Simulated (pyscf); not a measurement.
`[AsH]=[Ga][AsH2]` + `[H][H]` → `[AsH2][GaH][AsH2]`, an addition across a multiple bond or ene-type step (singlet surface; H–H broken, As–H, Ga–H formed). Single points on ωB97X-D3(BJ)/def2-SVP structures (PySCF, gas phase). Energies in eV from the separated reactants.

Small-basis levels: PySCF, no dispersion term, spherical d functions. AM1 to PM7: differences of heats of formation from MOPAC, which are fitted to 298 K values and so differ in kind from electronic energies by zero-point and thermal terms. GFN2-xTB: tblite. Cost: rough CPU time at the saddle relative to B3LYP/6-31G*+LANL2DZ, from one job on a shared machine.

```csv
level,barrier,reaction energy,cost
HF/STO-3G,2.80,-2.05,0.4
MP2/6-31G*+LANL2DZ,1.71,-0.82,0.2
SVWN5/6-31G*+LANL2DZ,0.70,-1.16,0.9
BP86/6-31G*+LANL2DZ,1.11,-0.93,1
PBE/6-31G*+LANL2DZ,1.05,-0.97,1
B3LYP/3-21G,1.06,-1.13,3
B3LYP/LANL2DZ,1.26,-1.07,0.9
B3LYP/6-311+G**+LANL2DZ,1.13,-1.14,1
PBE/def2-SVP,0.80,-0.98,6
GFN2-xTB,0.64,-1.51,under 0.02
PM3,1.41,+0.77,under 0.02
PM7,2.98,-0.37,under 0.02
ωB97M-D3(BJ)/def2-TZVP,1.15,-1.13,–
```

Against the last row the barrier runs from -0.51 (GFN2-xTB) to +1.83 eV (PM7). ωB97M-D3(BJ)/def2-TZVP has limits of its own. At the saddle there is also a short Ga–H contact that neither side keeps. This is the saddle that the search found; another between the same sides may lie lower. In the def2 sets elements up to Kr have no core potential.
